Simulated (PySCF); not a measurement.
# 1,3,5-Triazine: calculation and literature

Structure with atom numbers: `[cH:1]1[n:2][cH:3][n:4][cH:5][n:6]1`; H(Xn) means a hydrogen on atom n.

The experiment to reproduce: δ ¹⁵N N2/N4/N6 -95.4 ppm (measured; solution, cyclohexane; M. Witanowski et al., J. Magn. Reson. 124 (1997) 127). Coupling constants: ¹J(C1,H(C1)) 207.2 Hz, ¹J(C1,H(C1)) 207.5 Hz, ³J(C1,H(C3)) 8.0 Hz.

A single conformation, no relativistic terms, no solvent, averaged over atoms made equivalent by symmetry, fast rotation or ring inversion. PBE0-D3(BJ)/def2-TZVP geometry; shielding tensors at B97-2/pcSseg-2 (GIAO); J couplings at B3LYP/pcJ-2; PySCF.

Q: How close does the calculation come?

A: 
Reference values: measured (solution, cyclohexane; M. Witanowski et al., J. Magn. Reson. 124 (1997) 127).
| atoms | quantity | reference | computed | computed, scaled |
| --- | --- | --- | --- | --- |
| N2/N4/N6 | δ ¹⁵N vs neat liquid CH3NO2 | -95.4 | – | -102.2 |

Computed shifts are σ(ref) − σ with the named reference compound (TMS for H and C) calculated as an isolated molecule at the same level. The measured values may be among those fitted. Shieldings were converted by a linear fit to measured shifts: ¹⁵N: δ = -149.27 − 0.914σ (rms 6.8 ppm, 34 shifts vs CH3NO2, solution or neat liquid). A few per cent of atoms miss by over 2 rms, more outside the fitted compound classes.

Coupling constants in Hz (some tables give magnitudes without signs):
| coupling | reference | computed | source |
| --- | --- | --- | --- |
| ¹J(C1,H(C1)) | 207.2 | 213.5 | measured; liquid or solution (compiled); Buevich, Sauri, Parella, De Tommasi, Bifulco, Williamson, Martin, Chem. Commun. 2019 (ESI) |
| ¹J(C1,H(C1)) | 207.5 | 213.5 | measured; liquid or solution; F. J. Weigert, PhD thesis, Caltech 1968 (Carbon-13 magnetic resonance spectroscopy) |
| ³J(C1,H(C3)) | 8.0 | 8.9 | measured; liquid or solution; F. J. Weigert, PhD thesis, Caltech 1968 (Carbon-13 magnetic resonance spectroscopy) |
